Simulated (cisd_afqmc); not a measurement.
Input (AFQMC/CISD/cc-pV(D+d)Z; cisd_afqmc is a phaseless AFQMC code with CISD trial states that reads the integrals written by Ansatz): A basis named .json is the Basis Set Exchange file of that set.

Ansatz 0.2 input:
```python
import cisd_afqmc

open("ham.yaml", "w").write("""\
crystal:
  periodic: [false, false, false]
  atoms:
    - {symbol: Si, position_ang: [-0.00000000, -0.00000000, -0.55379891]}
    - {symbol: O, position_ang: [0.00000000, 0.00000000, 0.96914808]}
basis:
  gaussian:
    orbitals: cc-pV_D+d_Z.json
total_charge: 1
magnetization: {spin_polarized: true, initial_magnetization: 1}
correlation: {method: ccsd, electrons: outside_noble_gas, hamiltonian_folder: ham}
""")
rep = cisd_afqmc.ansatz("ham.yaml")
e_ccsd = rep["correlation"]["coupled_cluster"]["energy"]["hartree"]
out = cisd_afqmc.run("ham", e_ccsd, trial="CISD", walkers=200, populations=8, threads=8, dt=0.005, steps=40, early=24, settle=10, least=32,
    cut=5e-5, rank_cut=2e-4, target=0.0004, seconds=1500, seed=1, memory=17280, gpu=False)
```

Output:

```
WARN ansatz::render: the results are in doubt because among natural orbitals full CI differs from the method by -0.193 eV
orbitals 31, occupied [5, 4], factors 165 of 387, rank of the doubles 132 of 238
E(HF) = -363.418051
E(CCSD) on the cut factors = -363.668592, shift to the whole factors -0.000000
Energy of the trial state on the determinant = -363.668598
  tau behind 7.2 of longer steps, mean of the populations' last blocks
   2.0  -363.68146
   4.0  -363.68041
   6.0  -363.68033
   8.0  -363.68039
  10.0  -363.67852
  12.0  -363.67851
  14.0  -363.67773
  16.0  -363.67966
blocks 654 (4 outliers left out), error by blocks joined: 1: 0.00021, 2: 0.00025, 4: 0.00031, 8: 0.00035, 16: 0.00040
E(AFQMC/CISD) = -363.67943 +/- 0.00040
```

The determinant is spin-contaminated: <S^2> is 0.80, 0.05 over the pure value.

The run carries these doubts: large difference.
